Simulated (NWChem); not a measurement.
# PBE0/MINI run of N2O (nitrous oxide)

What is the vertical ionisation energy of N2O (nitrous oxide) at PBE0/MINI? 

The results are computed with NWChem 7.3.0.

3 further runs of the same task are left out: 3 set aside as unsound or not needed.

**1. The system as given**

N2O: 3 atoms, total charge 0, spin state singlet. As SMILES, `N#[N+][O-]`. Geometry: relaxed at PBE0-D4/def2-TZVP.

Bond lengths: N1–N2 1.118 Å, N2–O3 1.174 Å. Angles: N1–N2–O3 180.0°.

**2. The energy at PBE0/MINI**

Input file n2o.nw:

```
start n2o
memory 2200 mb
charge 0

geometry noautosym nocenter noautoz
  N       -0.511700       1.001300      -0.167900
  N       -0.008400       0.016500      -0.002800
  O        0.520100      -1.017800       0.170700
end

basis "ao basis" spherical bse
  * library MINI
end

dft
  xc pbe0
  grid fine
  convergence energy 1e-08
  maxiter 100
  mulliken
  noprint "final vectors analysis"
end

task dft energy
```

Launch:

```
$ nwchem n2o.nw > n2o.out
```

Log:

```text
[...]
          Wavefunction type:  closed shell.
          No. of atoms     :     3
          No. of electrons :    22
[...]
          Charge           :     0
          Spin multiplicity:     1
[...]
          AO basis - number of functions:    15
[...]
              XC Information
              --------------
                         PBE0 Method XC Functional
                     Hartree-Fock (Exact) Exchange  0.250
          PerdewBurkeErnzerhof Exchange Functional  0.750
            Perdew 1991 LDA Correlation Functional  1.000 local
           PerdewBurkeErnz. Correlation Functional  1.000 non-local
[...]
 d= 0,ls=0.0,diis     1   -182.8968175354 -2.44D+02  1.37D-01  1.17D+00     0.1
[...]
 d= 0,ls=0.0,diis    10   -183.0478553348 -1.00D-11  2.07D-07  1.27D-11     0.6
         Total DFT energy =     -183.047855334821
      One electron energy =     -367.811202067813
           Coulomb energy =      145.199529397353
    Exchange-Corr. energy =      -21.784048837915
 Nuclear repulsion energy =       61.347866173554
[...]
      Total Density - Mulliken Population Analysis
     ---------------------------------------------
    Atom       Charge   Shell Charges
 -----------   ------   -------------------------------------------------------
    1 N    7     7.03   2.00  1.77  3.26
    2 N    7     6.81   1.99  1.17  3.65
    3 O    8     8.16   2.00  1.88  4.29
[...]
```

Run time: 1.2 s. Hardware: 1 thread of Intel Xeon Platinum 8488C (Sapphire Rapids), shared host; peak memory 0.11 GiB.

**3. The doublet cation**

Input file mol.nw:

```
start mol
title "N2O energy"
memory stack 880 mb heap 220 mb global 1100 mb
charge 1

geometry units angstroms noautosym nocenter noautoz
  N       -0.511700       1.001300      -0.167900
  N       -0.008400       0.016500      -0.002800
  O        0.520100      -1.017800       0.170700
end

basis spherical bse
  * library MINI
end

dft
  xc pbe0
  mult 2
  grid fine
  convergence energy 1e-08
  iterations 100
  mulliken
  print low
end

task dft energy
```

Launch:

```
$ nwchem mol.nw > mol.out
```

Log:

```text
[...]
 d= 0,ls=0.0,diis     1   -182.3878863428 -2.44D+02  7.12D-02  1.45D-01     0.1
[...]
 d= 0,ls=0.0,diis    11   -182.4939078646 -4.76D-09  7.07D-06  1.49D-10     0.9
[...]
         Total DFT energy =     -182.493907864614
      One electron energy =     -357.654390899171
           Coulomb energy =      134.970911714288
    Exchange-Corr. energy =      -21.158294853285
 Nuclear repulsion energy =       61.347866173554
[...]
      Total Density - Mulliken Population Analysis
     ---------------------------------------------
    Atom       Charge   Shell Charges
 -----------   ------   -------------------------------------------------------
    1 N    7     6.59   2.00  1.80  2.79
    2 N    7     6.66   1.99  1.11  3.56
    3 O    8     7.75   2.00  1.91  3.84
[...]
      <S2> =      0.7684 (Exact =     0.7500)
[...]
```

Run time: 1.4 s. Hardware: 1 thread of Intel Xeon Platinum 8488C (Sapphire Rapids), shared host; peak memory 0.11 GiB.

**4. Summary of results**

Level: PBE0/MINI.

| quantity | value |
| --- | --- |
| singlet N2O: total energy | -183.04786 Eh |
| singlet N2O: dipole moment | 0.12 D |
| doublet cation: total energy | -182.49391 Eh |
| doublet cation: ⟨S²⟩ | 0.768 |
| vertical ionisation energy (to the doublet cation) | 15.074 eV |

What this shows: The vertical ionisation energy comes to 15.07 eV (348 kcal/mol). In a minimal basis such a difference can be off by several eV, whatever the method. Mulliken charges (singlet N2O) run from -0.16 on O3 to +0.19 on N2.
